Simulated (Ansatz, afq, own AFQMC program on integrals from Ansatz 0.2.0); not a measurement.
# AlH2S2 (doublet): AFQMC on the coupled-cluster ladder as a fragment species, def2-TZVP

How near does AFQMC come to the top of the ladder for AlH2S2 (doublet)?

Program: Ansatz 0.2.0, Gaussian basis, and an in-house AFQMC program (afq) on its integrals; all values are calculated. Level of theory: def2-TZVP, frozen cores. These are calculated values, not measurements.

To be run: PBE (unrestricted); CCSD(T) on UHF; r2SCAN (unrestricted); CCSD(T) on UHF; PBE0 (unrestricted); B3LYP (unrestricted); CCSD(T) on UHF; wB97M-V (unrestricted); B2PLYP (unrestricted); Phaseless AFQMC, CISD trial on UHF.

## (1) The system

The geometry is a PBE0/def2-SVP stationary point (not a proven minimum).

5 atoms, charge 0, spin multiplicity 2.

Atoms are counted from 1 here; the program's logs count them from 0.

Bond lengths: S1–Al2 2.208 Å, S1–H4 1.351 Å, Al2–S3 2.205 Å, S3–H5 1.354 Å. Angles: Al2–S1–H4 94.4°, S1–Al2–S3 116.5°, Al2–S3–H5 93.8°.

## (2) PBE (unrestricted)

Contents of in.yaml:

```yaml
crystal:
  periodic: [false, false, false]
  atoms:
    - {symbol: S, position_ang: [0.265150, 1.391064, -1.219818]}
    - {symbol: Al, position_ang: [-0.410155, -0.270009, 0.068502]}
    - {symbol: S, position_ang: [0.804908, -0.678833, 1.862579]}
    - {symbol: H, position_ang: [-0.737742, 1.243066, -2.113485]}
    - {symbol: H, position_ang: [1.686938, 0.315212, 1.603022]}
basis:
  gaussian: {orbitals: def2-TZVP}
magnetization: {spin_polarized: true, initial_magnetization: 1}
hamiltonian: {xc: {name: PBE}}
output: {orbitals: {seedname: orbitals}}
```

Run with:

```console
$ ansatz run in.yaml --threads 1 --pin off --events-out ev --progress --plain --max-ram 5632MiB --backend cpu
```

The log of the run:

```text
Functional definition: PBE
  name "PBE"
  cite "Perdew, Burke & Ernzerhof, Phys. Rev. Lett. 77, 3865 (1996) doi:10.1103/PhysRevLett.77.3865"
  parent pbe
  parameter kappa = 0.804
  parameter beta = 0.06672455060314922
  exchange = pbe_x(kappa = kappa, mu = beta*pi^2/3)
  correlation = pbe_c(beta = beta)
869 factors; their error is unknown
mean field evaluation 1: about -28287.0831 eV, gradient 2.0e1 eV
mean field evaluation 2: about -28283.0536 eV, gradient 3.3e1 eV
mean field evaluation 4: about -28289.5211 eV, gradient 1.6e0 eV
mean field evaluation 8: about -28289.5377 eV, gradient 6.2e-2 eV
mean field evaluation 16: about -28289.5265 eV, gradient 7.2e-5 eV
mean field -28289.52646620 eV, -1039.6209223030 hartree, gradient 2.2e-5 eV, S^2 0.752413; 0 other end points of the search recorded, 0 dependent functions left out
reference -28289.52650084 eV, -1039.6209235760 hartree; 24, 23 occupied and 99, 100 virtual orbitals, 869 factors
Total energy: -28289.52650084 eV, -1039.6209235760 hartree
```

Wall time 2.5 s (1 thread of AMD EPYC 7R13 (Zen 3), shared host); peak memory 3 GiB.

From the report: ⟨S²⟩ of the determinant 0.752 (pure doublet: 0.75).

## (3) CCSD(T) on UHF

Edit in.yaml of step 2 so:

```diff
@@ -11,3 +11,2 @@
 magnetization: {spin_polarized: true, initial_magnetization: 1}
-hamiltonian: {xc: {name: PBE}}
-output: {orbitals: {seedname: orbitals}}
+correlation: {method: ccsd_t, electrons: outside_noble_gas, hamiltonian_folder: ham}
```

Run with:

```console
$ ansatz run in.yaml --threads 1 --pin off --events-out ev --progress --plain --max-ram 16896MiB --backend cuda --devices 0, --max-vram 18GiB
```

The log of the run, shortened:

```text
Functional definition: HF
  name "HF"
  cite "Fock, Z. Phys. 61, 126 (1930) doi:10.1007/BF01340294"
  parent pbe
[...]
770 factors; integrals over basis functions are off by at most 1.1e-3 eV
[...]
mean field -28252.04057284 eV, -1038.2433411310 hartree, gradient 2.3e-6 eV, S^2 0.754760; 1 other end points of the search recorded, 0 dependent functions left out
determinant -28252.04057284 eV, -1038.2433411310 hartree, with singles and doubles -28264.00053972 eV, -1038.6828618069 hartree
determinant -28248.64619851 eV, -1038.1186001752 hartree, with singles and doubles -28260.81916347 eV, -1038.5659483865 hartree
15 core orbitals not correlated: weight in the atoms' cores, before any rotation towards them, 1.000 or more for the frozen orbitals, at most 0.000 for the correlated occupied ones
reference -28252.04057284 eV, -1038.2433411310 hartree; 9, 8 occupied and 99, 100 virtual orbitals, 770 factors
second order -10.72499524 eV of doubles, -0.00000000 eV of singles
cycle   1  -11.87933690 eV  change   -4.4e-1 eV  update   2.1e-2
[...]
cycle   8  -11.90386509 eV  change   -6.0e-6 eV  update   2.1e-5
perturbative correction -0.56020208 eV, -0.0205870467 hartree
Total energy: -28264.50464001 eV, -1038.7013871509 hartree
```

Wall time 5.5 s (1 × NVIDIA H100 80GB HBM3 with 1 thread of AMD EPYC 7R13 (Zen 3), shared host); peak host memory 3 GiB.

From the report: ⟨S²⟩ of the determinant 0.755 (pure doublet: 0.75); correlation -12.4641 eV; T1 0.015; largest double amplitude 0.02.

This run also writes the integrals to the folder ham.

## (4) r2SCAN (unrestricted)

Edit in.yaml of step 3 so:

```diff
@@ -11,2 +11,2 @@
 magnetization: {spin_polarized: true, initial_magnetization: 1}
-correlation: {method: ccsd_t, electrons: outside_noble_gas, hamiltonian_folder: ham}
+hamiltonian: {xc: {name: r2SCAN}}
```

Run with:

```console
$ ansatz run in.yaml --threads 1 --pin off --events-out ev --progress --plain --max-ram 5632MiB --backend cpu
```

The log of the run:

```text
Functional definition: r2SCAN
  name "r2SCAN"
  cite "Furness, Kaplan, Ning, Perdew & Sun, J. Phys. Chem. Lett. 11, 8208 (2020) doi:10.1021/acs.jpclett.0c02405"
  cite "Furness, Kaplan, Ning, Perdew & Sun, J. Phys. Chem. Lett. 11, 9248 (2020) doi:10.1021/acs.jpclett.0c03077"
  parent r2scan
  parameter k0 = 0.174
  parameter k1 = 0.065
  parameter a1 = 4.9479
  exchange = r2scan_x(k0 = k0, k1 = k1, a1 = a1)
  correlation = r2scan_c
869 factors; their error is unknown
mean field evaluation 1: about -28298.4603 eV, gradient 1.8e1 eV
mean field evaluation 2: about -28296.7998 eV, gradient 2.5e1 eV
mean field evaluation 4: about -28300.4310 eV, gradient 1.1e0 eV
mean field evaluation 8: about -28300.4337 eV, gradient 3.7e-2 eV
mean field evaluation 16: about -28300.4225 eV, gradient 1.3e-4 eV
mean field -28300.42250180 eV, -1040.0213442258 hartree, gradient 3.4e-5 eV, S^2 0.753708; 0 other end points of the search recorded, 0 dependent functions left out
reference -28300.42251514 eV, -1040.0213447162 hartree; 24, 23 occupied and 99, 100 virtual orbitals, 869 factors
Total energy: -28300.42251514 eV, -1040.0213447162 hartree
```

Wall time 6 s (1 thread of AMD EPYC 7R13 (Zen 3), shared host); peak memory 3 GiB.

From the report: ⟨S²⟩ of the determinant 0.754 (pure doublet: 0.75).

## (5) CCSD(T) on UHF

Edit in.yaml of step 4 so:

```diff
@@ -9,4 +9,4 @@
 basis:
-  gaussian: {orbitals: def2-TZVP}
+  gaussian: {orbitals: def2-TZVPP}
 magnetization: {spin_polarized: true, initial_magnetization: 1}
-hamiltonian: {xc: {name: r2SCAN}}
+correlation: {method: ccsd_t, electrons: outside_noble_gas}
```

Run with:

```console
$ ansatz run in.yaml --threads 1 --pin off --events-out ev --progress --plain --max-ram 16896MiB --backend cuda --devices 0, --max-vram 18GiB
```

The log of the run, shortened:

```text
Functional definition: HF
  name "HF"
  cite "Fock, Z. Phys. 61, 126 (1930) doi:10.1007/BF01340294"
  parent pbe
[...]
884 factors; integrals over basis functions are off by at most 1.1e-3 eV
[...]
mean field -28252.07818764 eV, -1038.2447234495 hartree, gradient 1.0e-6 eV, S^2 0.754792; 1 other end points of the search recorded, 0 dependent functions left out
determinant -28252.07818764 eV, -1038.2447234495 hartree, with singles and doubles -28264.37959641 eV, -1038.6967918834 hartree
determinant -28248.68979459 eV, -1038.1202023015 hartree, with singles and doubles -28261.20214742 eV, -1038.5800227870 hartree
15 core orbitals not correlated: weight in the atoms' cores, before any rotation towards them, 1.000 or more for the frozen orbitals, at most 0.000 for the correlated occupied ones
reference -28252.07818764 eV, -1038.2447234495 hartree; 9, 8 occupied and 130, 131 virtual orbitals, 884 factors
second order -11.09148709 eV of doubles, -0.00000000 eV of singles
cycle   1  -12.18273039 eV  change   -5.6e-1 eV  update   2.3e-2
[...]
cycle   9  -12.21496105 eV  change    8.6e-6 eV  update   7.9e-6
perturbative correction -0.58460682 eV, -0.0214839043 hartree
Total energy: -28264.87775551 eV, -1038.7150988927 hartree
```

Wall time 6 s (1 × NVIDIA H100 80GB HBM3 with 1 thread of AMD EPYC 7R13 (Zen 3), shared host); peak host memory 3 GiB.

From the report: ⟨S²⟩ of the determinant 0.755 (pure doublet: 0.75); correlation -12.7996 eV; T1 0.015; largest double amplitude 0.02.

## (6) PBE0 (unrestricted)

Edit in.yaml of step 5 so:

```diff
@@ -9,4 +9,5 @@
 basis:
-  gaussian: {orbitals: def2-TZVPP}
+  gaussian: {orbitals: def2-TZVP}
 magnetization: {spin_polarized: true, initial_magnetization: 1}
-correlation: {method: ccsd_t, electrons: outside_noble_gas}
+hamiltonian: {xc: {name: PBE0}}
+output: {orbitals: {seedname: orbitals}}
```

Run with:

```console
$ ansatz run in.yaml --threads 1 --pin off --events-out ev --progress --plain --max-ram 5632MiB --backend cpu
```

The log of the run:

```text
Functional definition: PBE0
  name "PBE0"
  cite "Adamo & Barone, J. Chem. Phys. 110, 6158 (1999) doi:10.1063/1.478522"
  cite "Perdew, Burke & Ernzerhof, Phys. Rev. Lett. 77, 3865 (1996) doi:10.1103/PhysRevLett.77.3865"
  parent pbe
  parameter a = 0.25
  parameter kappa = 0.804
  parameter beta = 0.06672455060314922
  exchange = (1 - a)*pbe_x(kappa = kappa, mu = beta*pi^2/3) + a*exact_x
  correlation = pbe_c(beta = beta)
909 factors; their error is unknown
mean field evaluation 1: about -28290.2186 eV, gradient 1.6e1 eV
mean field evaluation 2: about -28290.0192 eV, gradient 1.9e1 eV
mean field evaluation 4: about -28291.8460 eV, gradient 7.9e-1 eV
mean field evaluation 8: about -28291.9102 eV, gradient 1.1e-1 eV
mean field evaluation 16: about -28291.9103 eV, gradient 4.7e-5 eV
mean field -28291.91028263 eV, -1039.7085259412 hartree, gradient 2.1e-5 eV, S^2 0.752623; 0 other end points of the search recorded, 0 dependent functions left out
reference -28291.91030859 eV, -1039.7085268950 hartree; 24, 23 occupied and 99, 100 virtual orbitals, 909 factors
Total energy: -28291.91030859 eV, -1039.7085268950 hartree
```

Wall time 3.6 s (1 thread of AMD EPYC 7R13 (Zen 3), shared host); peak memory 3 GiB.

From the report: ⟨S²⟩ of the determinant 0.753 (pure doublet: 0.75).

## (7) B3LYP (unrestricted)

Edit in.yaml of step 6 so:

```diff
@@ -11,3 +11,2 @@
 magnetization: {spin_polarized: true, initial_magnetization: 1}
-hamiltonian: {xc: {name: PBE0}}
-output: {orbitals: {seedname: orbitals}}
+hamiltonian: {xc: {name: B3LYP}}
```

Launched as before.

The log of the run, shortened:

```text
Functional definition: B3LYP
  name "B3LYP"
  cite "Stephens, Devlin, Chabalowski & Frisch, J. Phys. Chem. 98, 11623 (1994) doi:10.1021/j100096a001"
  cite "Becke, Phys. Rev. A 38, 3098 (1988) doi:10.1103/PhysRevA.38.3098"
  cite "Lee, Yang & Parr, Phys. Rev. B 37, 785 (1988) doi:10.1103/PhysRevB.37.785"
  cite "Vosko, Wilk & Nusair, Can. J. Phys. 58, 1200 (1980) doi:10.1139/p80-159"
[...]
889 factors; their error is unknown
[...]
mean field -28304.09926852 eV, -1040.1564629107 hartree, gradient 3.9e-5 eV, S^2 0.752038; 0 other end points of the search recorded, 0 dependent functions left out
reference -28304.09949180 eV, -1040.1564711158 hartree; 24, 23 occupied and 99, 100 virtual orbitals, 889 factors
Total energy: -28304.09949180 eV, -1040.1564711158 hartree
```

It took 3.5 s on 1 thread of AMD EPYC 7R13 (Zen 3), shared host; peak memory 3 GiB.

From the report: ⟨S²⟩ of the determinant 0.752 (pure doublet: 0.75).

## (8) CCSD(T) on UHF

Edit in.yaml of step 7 so:

```diff
@@ -9,4 +9,4 @@
 basis:
-  gaussian: {orbitals: def2-TZVP}
+  gaussian: {orbitals: "def2-QZVPP.json"}
 magnetization: {spin_polarized: true, initial_magnetization: 1}
-hamiltonian: {xc: {name: B3LYP}}
+correlation: {method: ccsd_t, electrons: outside_noble_gas}
```

Run with:

```console
$ ansatz run in.yaml --threads 1 --pin off --events-out ev --progress --plain --max-ram 16896MiB --backend cuda --devices 0, --max-vram 18GiB
```

The log of the run, shortened:

```text
Functional definition: HF
  name "HF"
  cite "Fock, Z. Phys. 61, 126 (1930) doi:10.1007/BF01340294"
  parent pbe
[...]
1592 factors; integrals over basis functions are off by at most 6.5e-4 eV
[...]
mean field -28252.87147638 eV, -1038.2738762728 hartree, gradient 8.1e-6 eV, S^2 0.754876; 1 other end points of the search recorded, 0 dependent functions left out
determinant -28252.87147638 eV, -1038.2738762728 hartree, with singles and doubles -28266.19761242 eV, -1038.7636027396 hartree
determinant -28249.51899792 eV, -1038.1506749617 hartree, with singles and doubles -28263.05272352 eV, -1038.6480302042 hartree
15 core orbitals not correlated: weight in the atoms' cores, before any rotation towards them, 1.000 or more for the frozen orbitals, at most 0.000 for the correlated occupied ones
reference -28252.87147638 eV, -1038.2738762728 hartree; 9, 8 occupied and 246, 247 virtual orbitals, 1592 factors
second order -12.09221556 eV of doubles, -0.00000000 eV of singles
cycle   1  -13.03759038 eV  change    -1.1e0 eV  update   2.7e-2
[...]
cycle   9  -13.08419040 eV  change    1.5e-5 eV  update   9.1e-6
perturbative correction -0.67905217 eV, -0.0249547070 hartree
Total energy: -28266.63471895 eV, -1038.7796661084 hartree
```

It took 15 s on 1 × NVIDIA H100 80GB HBM3 with 1 thread of AMD EPYC 7R13 (Zen 3), shared host; peak host memory 3 GiB.

From the report: ⟨S²⟩ of the determinant 0.755 (pure doublet: 0.75); correlation -13.7632 eV; T1 0.015; largest double amplitude 0.02.

## (9) wB97M-V (unrestricted)

Edit in.yaml of step 8 so:

```diff
@@ -9,4 +9,5 @@
 basis:
-  gaussian: {orbitals: "def2-QZVPP.json"}
+  gaussian: {orbitals: def2-TZVP}
 magnetization: {spin_polarized: true, initial_magnetization: 1}
-correlation: {method: ccsd_t, electrons: outside_noble_gas}
+hamiltonian: {xc: {name: wB97M-V}}
+output: {orbitals: {seedname: orbitals}}
```

Run with:

```console
$ ansatz run in.yaml --threads 1 --pin off --events-out ev --progress --plain --max-ram 5632MiB --backend cpu
```

The log of the run, shortened:

```text
Functional definition: wB97M-V
  name "wB97M-V"
  cite "Mardirossian & Head-Gordon, J. Chem. Phys. 144, 214110 (2016) doi:10.1063/1.4952647"
  cite "Becke, J. Chem. Phys. 107, 8554 (1997) doi:10.1063/1.475007"
  cite "Vydrov & Van Voorhis, J. Chem. Phys. 133, 244103 (2010) doi:10.1063/1.3521275"
  # Of w^i u^j: cxij and so on, Table III.
[...]
  gx(w, u) = 1 - cx + cx01*u + cx10*w
  gss(w, u) = css00 + css04*u^4 + css10*w + css20*w^2 + css43*w^4*u^3
  gos(w, u) = cos00 + cos10*w + (cos20 + cos21*u)*w^2 + (cos60 + cos61*u)*w^6
[...]
      + integral(e_c_pw_mod_opposite_spin*gos(b97_w_opposite, b97_u_opposite)) + vv10(b, c)
875 factors; their error is unknown
194 factors; integrals over basis functions are off by at most 1.1e-5 eV
[...]
mean field -28300.73802225 eV, -1040.0329393883 hartree, gradient 5.0e-5 eV, S^2 0.751475; 0 other end points of the search recorded, 0 dependent functions left out
reference -28300.73806204 eV, -1040.0329408509 hartree; 24, 23 occupied and 99, 100 virtual orbitals, 875 factors
Total energy: -28300.73806204 eV, -1040.0329408509 hartree
```

Run time: 11 s. Hardware: 1 thread of AMD EPYC 7R13 (Zen 3), shared host; peak memory 3 GiB.

From the report: ⟨S²⟩ of the determinant 0.751 (pure doublet: 0.75).

## (10) B2PLYP (unrestricted)

Edit in.yaml of step 9 so:

```diff
@@ -11,3 +11,3 @@
 magnetization: {spin_polarized: true, initial_magnetization: 1}
-hamiltonian: {xc: {name: wB97M-V}}
-output: {orbitals: {seedname: orbitals}}
+hamiltonian: {xc: {name: B2PLYP}}
+correlation: {electrons: outside_noble_gas}
```

Launched as before.

The log of the run, shortened:

```text
Functional definition: B2PLYP
  name "B2PLYP"
  cite "Grimme, J. Chem. Phys. 124, 034108 (2006) doi:10.1063/1.2148954"
  cite "Becke, Phys. Rev. A 38, 3098 (1988) doi:10.1103/PhysRevA.38.3098"
  cite "Lee, Yang & Parr, Phys. Rev. B 37, 785 (1988) doi:10.1103/PhysRevB.37.785"
[...]
770 factors; integrals over basis functions are off by at most 1.1e-3 eV
[...]
mean field -28288.69107395 eV, -1039.5902222042 hartree, gradient 7.2e-6 eV, S^2 0.753339; 0 other end points of the search recorded, 0 dependent functions left out
15 core orbitals not correlated: weight in the atoms' cores, before any rotation towards them, 1.000 or more for the frozen orbitals, at most 0.000 for the correlated occupied ones
reference -28288.69121494 eV, -1039.5902273855 hartree; 9, 8 occupied and 99, 100 virtual orbitals, 770 factors
second order -13.39779427 eV of doubles, -0.00000000 eV of singles
Total energy: -28292.30861940 eV, -1039.7231645472 hartree
```

Wall time 4.9 s (1 thread of AMD EPYC 7R13 (Zen 3), shared host); peak memory 3 GiB.

From the report: ⟨S²⟩ of the determinant 0.753 (pure doublet: 0.75).

## (11) Phaseless AFQMC, CISD trial on UHF

It reads the integrals that the CCSD(T) run on this determinant wrote.

Run with:

```console
$ afq ham --method phaseless --trial cisd --walkers 1200 --populations 20 --least-time 60 --time-step 0.005 --steps-per-block 50 --equilibration-blocks 28 --max-blocks 4000 --target-error 0.00024 --factor-cut 1e-05 --start spin_pure --seed 8728 --release-times 0.24,0.51,0.99,1.5 --release-step 0.03 --release-every 4 --taylor-order 6
```

The log of the run:

```text
orbitals 108  electrons 9 8  factors 760 of 770
reference energy -1038.24334113 Eh
CCSD correlation -0.43745891 Eh in 12 cycles, weight of the determinant in the CISD state 0.8096
energy of the start -1038.680606 Eh
 block  time / (1/Eh)  mean weight  energy / Eh
     1     0.250  0.9992  -1038.668229
     2     0.500  0.9995  -1038.673507
     3     0.750  1.0000  -1038.680980
     4     1.000  1.0000  -1038.686769
     5     1.250  1.0000  -1038.689437
     6     1.500  1.0001  -1038.693539
     7     1.750  0.9997  -1038.696675
     8     2.000  0.9999  -1038.696878
     9     2.250  0.9999  -1038.698368
    10     2.500  0.9999  -1038.701727
    11     2.750  0.9994  -1038.700135
    16     4.000  1.0000  -1038.700970
    21     5.250  0.9989  -1038.704377
    26     6.500  0.9993  -1038.700568
    31     7.750  0.9997  -1038.705647
    36     9.000  1.0001  -1038.704101
    41    10.250  1.0005  -1038.706202
    46    11.500  0.9994  -1038.702071
    51    12.750  1.0000  -1038.706729
    56    14.000  0.9998  -1038.703741
    61    15.250  1.0007  -1038.703679
    66    16.500  1.0006  -1038.704637
    71    17.750  1.0002  -1038.703881
    76    19.000  1.0005  -1038.700498
    81    20.250  1.0005  -1038.704343
    86    21.500  0.9995  -1038.701594
    91    22.750  1.0000  -1038.702566
    96    24.000  1.0006  -1038.701371
   101    25.250  1.0000  -1038.702847
   106    26.500  0.9996  -1038.703257
   111    27.750  1.0001  -1038.702050
   116    29.000  0.9999  -1038.702458
   121    30.250  1.0004  -1038.703964
   126    31.500  1.0006  -1038.703597
   131    32.750  1.0003  -1038.704564
   136    34.000  0.9999  -1038.707221
   141    35.250  0.9996  -1038.707114
   146    36.500  0.9999  -1038.702479
   151    37.750  1.0000  -1038.701885
   156    39.000  0.9997  -1038.705773
   161    40.250  1.0002  -1038.702996
   166    41.500  0.9996  -1038.704313
   171    42.750  1.0005  -1038.702384
   176    44.000  1.0004  -1038.701655
   181    45.250  1.0005  -1038.707174
   186    46.500  0.9997  -1038.702824
   191    47.750  0.9996  -1038.704227
   196    49.000  0.9997  -1038.704592
   201    50.250  1.0000  -1038.701560
error from the spread of 20 populations
released: time / (1/Eh)  energy / Eh  error  mean overlap
  0.24  -1038.704025  0.000255  0.9986
  0.51  -1038.703951  0.000179  0.9994
  0.99  -1038.704284  0.000320  0.9985
  1.50  -1038.704518  0.000461  0.9933
energy -1038.703777 +/- 0.000260 Eh
```

Run time: 6 min. Hardware: 1 × NVIDIA H100 80GB HBM3 with 2 threads of AMD EPYC 7R13 (Zen 3), shared host; peak host memory 3 GiB.

Energy -28264.5697 ± 0.0071 eV. Caveats: constraint bias not in the error.

## (12) AFQMC on the ladder

On the UHF determinant, counted from CCSD(T) (a yardstick, not exact):

```tsv
level	energy (eV)	from CCSD(T) (kJ/mol)	statistical error (kJ/mol)	time
HF	-28252.0406	+1202.6		
MP2	-28262.7656	+167.8		
CCSD	-28263.9444	+54.1		
CCSD(T)	-28264.5046	0.0		
Phaseless AFQMC, CISD trial, step 0.005, 1200 walkers	-28264.5697	-6.3	0.7	6 min
```

The functionals' totals stand on their own zeros and serve differences with other points: PBE -28289.527 eV; r2SCAN -28300.423 eV; PBE0 -28291.910 eV; B3LYP -28304.099 eV; wB97M-V -28300.738 eV; B2PLYP -28292.309 eV.

## (13) Outcome

| quantity | value |
| --- | --- |
| Phaseless AFQMC, CISD trial on UHF from CCSD(T) | -6.3 ± 0.7 kJ/mol |

What this shows: On UHF the phaseless walk with the CISD trial lies -6.3 kJ/mol from CCSD(T), 9 times its error bar. Error bars are statistical and leave out the constraint, the time step and what remains of the start.
